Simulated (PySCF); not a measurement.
Species: C5H5Cl.
Atom-mapped SMILES: `[CH3:1][C:2]1=[CH:3][C:4]/1=[CH:5]/[Cl:6]` (hydrogens: H7, H8, H9 on C1; H10 on C3; H11 on C5)

Geometry (PBE0-D3(BJ)/def2-SVP, Å), atoms numbered from 1 in this order:
```xyz
11
C5H5Cl angstrom
C     -1.8713   -0.4995    0.2114
C     -0.5533    0.1373    0.3171
C      0.2173    1.2070    0.4353
C      0.8677   -0.0711    0.3629
C      1.9300   -0.8693    0.3479
Cl     1.7518   -2.5998    0.2034
H     -1.9249   -1.0863   -0.7189
H     -2.0032   -1.2139    1.0391
H     -2.6877    0.2346    0.2287
H      0.3081    2.2874    0.5236
H      2.9594   -0.5207    0.4209
```

Theory: PBE0-D3(BJ)/def2-SVP geometry optimisation, gas phase (PySCF 2.14.0).

Masses are those of the commonest isotopes; rigid-rotor values at the optimised geometry. 

**Question.** Give the principal moments of inertia and the rotational constants in cm⁻¹.

**Answer.** Ia = 87.71, Ib = 294.47, Ic = 379.05 u·Å²; 505379 MHz·u·Å²/I gives 5762, 1716 and 1333 MHz, that is A = 0.19219, B = 0.05725, C = 0.04447 cm⁻¹.

**Question.** Classify the top.

**Answer.** An asymmetric top: κ = (2 × 1716 − 5762 − 1333)/(5762 − 1333) = -0.83.

**Question.** What does the inertial defect say?

**Answer.** Not planar: Δ = Ic − Ia − Ib = -3.14 u·Å². For a rigid frame Δ = −2 Σ m c², so Σ m c² = 1.57 u·Å² lies off the ab plane, practically all of it from hydrogen. The atom farthest from that plane is 0.89 Å away.

**Question.** Give the other two planar moments, Paa and Pbb, and the rms extents of the mass along the axes.

**Answer.** Paa = Σ m a² = (Ib + Ic − Ia)/2 = 292.90 and Pbb = Σ m b² = (Ia + Ic − Ib)/2 = 86.15 u·Å². With the mass M = 100.01 u, the rms extents √(P/M) along a, b and c are 1.71, 0.93, 0.13 Å.

**Question.** Where do the levels up to J = 5 lie, in MHz?

**Answer.** Above 0(0,0):
J = 1: 1(0,1) 3049, 1(1,1) 7095, 1(1,0) 7478
J = 2: 2(0,2) 9123, 2(1,2) 12811, 2(1,1) 13960, 2(2,1) 26096, 2(2,0) 26122
J = 3: 3(0,3) 18168, 3(1,3) 21369, 3(1,2) 23666, 3(2,2) 35245, 3(2,1) 35373, 3(3,1) 56445, 3(3,0) 56446
J = 4: 4(0,4) 30114, 4(1,4) 32753, 4(1,3) 36574, 4(2,3) 47422, 4(2,2) 47803, 4(3,2) 68691, 4(3,1) 68699, 4(4,1) 98305, 4(4,0) 98306
J = 5: 5(0,5) 44875, 5(1,5) 46940, 5(1,4) 52654, 5(2,4) 62612, 5(2,3) 63479, 5(3,3) 84017, 5(3,2) 84048, 5(4,2) 113611, 5(4,1) 113611, 5(5,1) 151689, 5(5,0) 151689
Those of J = 1 are B + C, A + C and A + B.

**Question.** Which types of transition are allowed, and where do some lines up to J = 5 fall?

**Answer.** The dipole components are |μa| = 3.64 D, |μb| = 0.02 D, |μc| = 0.00 D; the mirror of this Cs structure is the ab plane, so μc vanishes by symmetry and there are no c-type lines. Intensities carry the squares of the components, which stand as 1.00 : 0.00 (a : b). Some lines, for components of 0.1 D or more:

| type | branch | J(Ka,Kc) | MHz | lower level (cm⁻¹) |
| --- | --- | --- | --- | --- |
| a | Q | 4(2,2) ← 4(2,3) | 381 | 1.582 |
| a | Q | 5(2,3) ← 5(2,4) | 867 | 2.089 |
| a | Q | 2(1,1) ← 2(1,2) | 1149 | 0.427 |
| a | R | 1(0,1) ← 0(0,0) | 3049 | 0.000 |
| a | Q | 5(1,4) ← 5(1,5) | 5714 | 1.566 |
| a | R | 2(1,2) ← 1(1,1) | 5716 | 0.237 |
| a | R | 2(0,2) ← 1(0,1) | 6073 | 0.102 |
| a | R | 2(1,1) ← 1(1,0) | 6482 | 0.249 |
| a | R | 3(0,3) ← 2(0,2) | 9046 | 0.304 |
| a | R | 3(2,2) ← 2(2,1) | 9148 | 0.870 |
| a | R | 3(1,2) ← 2(1,1) | 9706 | 0.466 |
| a | R | 4(3,2) ← 3(3,1) | 12247 | 1.883 |
| a | R | 4(3,1) ← 3(3,0) | 12253 | 1.883 |
| a | R | 4(2,2) ← 3(2,1) | 12430 | 1.180 |
| a | R | 5(1,5) ← 4(1,4) | 14188 | 1.093 |
| a | R | 5(0,5) ← 4(0,4) | 14762 | 1.004 |
| a | R | 5(2,4) ← 4(2,3) | 15190 | 1.582 |
| a | R | 5(4,2) ← 4(4,1) | 15305 | 3.279 |
| a | R | 5(4,1) ← 4(4,0) | 15305 | 3.279 |
| a | R | 5(3,3) ← 4(3,2) | 15326 | 2.291 |
| a | R | 5(3,2) ← 4(3,1) | 15348 | 2.292 |
| a | R | 5(1,4) ← 4(1,3) | 16080 | 1.220 |

No PBE0-D3(BJ)/def2-SVP frequencies stand behind this structure, so it isn't proved a minimum. These are rigid-rotor constants of the computed structure; measured ground-state constants (B0) also hold zero-point vibration. A rigid rotor knows nothing of internal rotation, which can split or shift real lines. Quadrupole hyperfine structure (35Cl) is left out.
